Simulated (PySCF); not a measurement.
**Ways to converge the SCF of SF⁺ (triplet)**

The same problem is solved with other solver options, one edit a run.

Computed with PySCF 2.14.0. Level: each script names its method and basis.

7 further runs of the same task are left out: 7 that didn't finish.

## Step 1: Starting geometry

SF⁺ (triplet): 2 atoms, charge 1, spin multiplicity 3.

Bond lengths: S1–F2 1.700 Å.

## Step 2: The base run

Contents of input.py:

```python
from pyscf import gto, scf, mp

mol = gto.M(
    atom='S 0 0 0; F 0 0 1.7',
    basis='crenbl',
    ecp={'S': 'crenbl', 'F': 'crenbl'},
    charge=1,
    spin=2,
    symmetry=True,
    verbose=3,
)
mf = scf.UHF(mol)
mf.kernel()
mp.MP2(mf).kernel()
mf.dip_moment()
print('orbital energies (hartree):', [e[max(0, n-3):n+3].round(4) for e, n in zip(mf.mo_energy, mol.nelec)])
```

On the command line:

```console
$ OMP_NUM_THREADS=1 python input.py
```

The log of this run is left out.

It gives: E(SCF) = -33.399653 Eh, E(MP2) − E(SCF) = -0.17792 Eh, ⟨S²⟩ = 2.105.

The bond length is a typed value, not an optimised one. The dipole of an ion depends on the origin. The triplet is typed in the script; nothing here shows that it is the ground state.

## Step 3: Damping 0.2

Variant 1 changes damping: none → 0.2.

Contents of input.py:

```python
from pyscf import gto, scf, mp

mol = gto.M(
    atom='S 0 0 0; F 0 0 1.7',
    basis='crenbl',
    ecp={'S': 'crenbl', 'F': 'crenbl'},
    charge=1,
    spin=2,
    symmetry=True,
    verbose=3,
)
mf = scf.UHF(mol)
mf.damp = 0.2
mf.diis_start_cycle = 8
mf.kernel()
mp.MP2(mf).kernel()
mf.dip_moment()
print('orbital energies (hartree):', [e[max(0, n-3):n+3].round(4) for e, n in zip(mf.mo_energy, mol.nelec)])
```

On the command line:

```console
$ OMP_NUM_THREADS=1 python input.py
```

## Step 4: Initial guess hcore

Variant 2 changes initial guess: minao → hcore.

Edit input.py of step 2 so:

```diff
@@ -12,2 +12,3 @@
 mf = scf.UHF(mol)
+mf.init_guess = 'hcore'
 mf.kernel()
```

Q: Predict the outcome of this session. Wanted: for each run, E(SCF); from base; after the SCF.

The runs gave:

| run | E(SCF) (hartree) | from base (eV) | after the SCF |
| --- | --- | --- | --- |
| base | -33.399653 | 0 | MP2 correlation -4.841 eV |
| damping 0.2 | -33.399653 | 0.0000 | MP2 correlation -4.841 eV |
| initial guess hcore | -33.399653 | 0.0000 | MP2 correlation -4.842 eV |

The SCF energy stays the same, to the digits that matter, with damping 0.2 or initial guess hcore.
